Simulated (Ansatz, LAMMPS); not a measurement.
Bulk modulus (GPa) along a series of related solids, from the ionic model joung2008 (rigid unit charges, Lennard-Jones; LAMMPS); PBE0 (Ansatz, a program for electronic structure, PAW).

| solid | ionic model joung2008 | PBE0 | measured |
|---|---|---|---|
| rock-salt LiCl | 59.5 | 34.0 | 38.7 |
| rock-salt NaCl | 41.2 | 25.1 | 27.6 |
| rock-salt KCl | 28.2 | 17.2 | 19.7 |
| rock-salt RbCl | 24.7 | 15.0 | 18.7 |

PBE0 less measured, from the printed values: rock-salt LiCl -12.1 %, rock-salt NaCl -9.1 %, rock-salt KCl -12.7 %, rock-salt RbCl -19.8 %.

Members of the series are missing where a level wasn't run or failed, where a doubt is noted on the run or the magnetic state, for phases of high temperature or layered ones, and where values are held back for tests.

Each level is taken at its own relaxed cell. Ansatz's density-functional and Hartree–Fock values are scalar-relativistic unless marked +SOC, with PAW data made under PBE.

Measured values are for low temperature or corrected to a static lattice. References as tabulated in Mejia-Rodriguez and Trickey (2018), arXiv:1807.09216; Doll and Stoll (1997), arXiv:cond-mat/9707218; Doll and Stoll (1998), arXiv:cond-mat/9801031.

Empirical potentials (ionic model joung2008) are fitted to chosen data: where that held the value shown, agreement is built in, and what lay outside the fit can be far off.
